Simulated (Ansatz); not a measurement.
Antiferromagnetic (type II) rock-salt NiO was calculated with r²SCAN+rVV10 (Ansatz, a program for electronic structure, plane waves, PAW).

Run with plane-wave cutoff 500 eV, 16×16×16 k mesh, Fermi–Dirac smearing 0.05 eV, spin-polarised with opposed moments, scalar-relativistic PAW data made under PBE.

Computed at the level's own relaxed cell.

What does this level give for the volume per atom, magnetic moment (largest site, within a sphere), band gap and equilibrium lattice constant a (pseudo-cubic)?


volume per atom: 8.93 Å³/atom
magnetic moment (largest site, within a sphere): 1.57 μB
band gap: 2.39 eV (on the SCF k mesh)
equilibrium lattice constant a (pseudo-cubic): 4.150 Å

Measured, for comparison: equilibrium volume per atom 9.07 Å³/atom, lattice constant a 4.170 Å (5 K, zero-point motion not removed, pseudo-cubic cell; as tabulated in Yang et al. (2022), arXiv:2205.02972). Computed (rounded) less measured: equilibrium volume per atom -1.5 %, lattice constant a -0.5 %.

Note: a magnet's gap depends somewhat on the PAW data.

Moments are spin moments.

The computed numbers hold no vibrational or temperature effects.

The result took roughly 7 core-minutes.
